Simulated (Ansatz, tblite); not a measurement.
# The cluster Cd₃−: rung by rung

How do method and basis change the picture of the cluster Cd₃− (doublet)?

Program: Ansatz 0.2.0, Gaussian basis. Level of theory: as each input shows. These are calculated values, not measurements.

Levels to be run: GFN1-xTB, GFN2-xTB, PBE/def2-TZVPD, r2SCAN/def2-TZVPD, CAM-B3LYP/def2-TZVPD, BLYP/def2-TZVPD, LC-ωPBE/def2-TZVPD, HF/def2-TZVPD, r2SCAN0/def2-TZVPD, LC-ωPBE(0.10)/def2-TZVPD, LC-ωPBE(0.15)/def2-TZVPD, LC-ωPBE(0.20)/def2-TZVPD, LC-ωPBE(0.30)/def2-TZVPD, PBE/def2-SVPD, PBE0/def2-SVPD, CCSD(T)/def2-TZVPD, RPA/def2-TZVPD.

1 further run of the same task is left out (it didn't finish). Runs told in other sessions of the task aren't counted.

## (1) The structure

The doublet was relaxed beforehand with r2SCAN/def2-TZVPD. At that level it is the lowest of the isomers that a small search found.

3 atoms, charge -1, spin multiplicity 2.

Bond lengths: Cd1–Cd2 2.955 Å, Cd1–Cd3 2.955 Å, Cd2–Cd3 2.955 Å. Angles: Cd2–Cd1–Cd3 60.0°, Cd1–Cd2–Cd3 60.0°, Cd1–Cd3–Cd2 60.0°.

Cd takes a core potential in the def2 sets. No spin-orbit coupling is included. The ion is computed in the gas phase, without counter-ions or solvent.

PBE0/def2-TZVPD was run before; its log isn't repeated, and its numbers join the tables.

## (2) GFN1-xTB

Tight binding, by tblite at 300 K electronic temperature and without a spin-polarisation term:

```python
tblite.interface.Calculator('GFN1-xTB', numbers, positions, charge=-1, uhf=1).singlepoint()
```

Energy -79.9884 eV; 0.001 s.

## (3) GFN2-xTB

Tight binding, by tblite at 300 K electronic temperature and without a spin-polarisation term:

```python
tblite.interface.Calculator('GFN2-xTB', numbers, positions, charge=-1, uhf=1).singlepoint()
```

Energy -44.2984 eV; 0.003 s.

## (4) PBE/def2-TZVPD

start.molden holds the orbitals of an earlier run on this state, given as this run's starting guess.

The input, in.yaml:

```yaml
crystal:
  periodic: [false, false, false]
  atoms:
    - {symbol: Cd, position_ang: [-1.089859, 1.065159, -0.766810]}
    - {symbol: Cd, position_ang: [1.531978, -0.295478, -0.690171]}
    - {symbol: Cd, position_ang: [-0.442119, -0.769681, 1.456981]}
basis:
  gaussian: {orbitals: def2-TZVPD, initial_orbitals: start.molden}
total_charge: -1
magnetization: {spin_polarized: true, initial_magnetization: 1}
hamiltonian: {xc: pbe}
scf: {omitted_lower_state_checks: [starts]}
output: {orbitals: {seedname: orbitals}}
```

The run is started by

```sh
$ ansatz run in.yaml --threads 4 --pin off --events-out ev --progress --plain --max-ram 3916MiB
```

Further steps of the session: r2SCAN/def2-TZVPD; CAM-B3LYP/def2-TZVPD; BLYP/def2-TZVPD; LC-ωPBE/def2-TZVPD; HF/def2-TZVPD; r2SCAN0/def2-TZVPD; LC-ωPBE(0.10)/def2-TZVPD; LC-ωPBE(0.15)/def2-TZVPD; LC-ωPBE(0.20)/def2-TZVPD; LC-ωPBE(0.30)/def2-TZVPD; PBE/def2-SVPD; PBE0/def2-SVPD; CCSD(T)/def2-TZVPD; RPA/def2-TZVPD.

Q: Predict the results of all the runs planned. Wanted: gap in def2-TZVPD, named functionals and Hartree-Fock, smallest and largest; gap over the ω; correlation energy, CCSD(T)/def2-TZVPD; ⟨S²⟩ in def2-TZVPD, named functionals and Hartree-Fock, smallest and largest; PBE0 total energy, smallest basis above largest.

As calculated:

| quantity | value |
| --- | --- |
| gap in def2-TZVPD, named functionals and Hartree-Fock, smallest and largest | 0.34 eV (BLYP), 4.73 eV (HF) |
| gap over the ω (1/bohr) | 2.96 eV at 0.1, 4.61 eV at 0.4 |
| correlation energy, CCSD(T)/def2-TZVPD | -40.63 eV |
| ⟨S²⟩ in def2-TZVPD, named functionals and Hartree-Fock, smallest and largest | 0.751, 0.767 |
| PBE0 total energy, smallest basis above largest | 3.32 eV (def2-SVPD, def2-TZVPD) |

In words: Orbital gaps of the named functionals and Hartree-Fock in def2-TZVPD span 0.34 eV (BLYP) to 4.73 eV (HF); exact exchange widens it. Raising the ω (1/bohr) from 0.1 to 0.4 moves the HOMO by -0.95 eV and the LUMO by +0.70 eV. Over the named functionals and Hartree-Fock in def2-TZVPD spin contamination reaches 0.02 (HF), which is small. PBE, BLYP, r2SCAN, PBE0, r2SCAN0, CAM-B3LYP put the HOMO above zero; others here keep it below zero, so the sign hangs on the functional's self-interaction and doesn't show that the species is unbound.
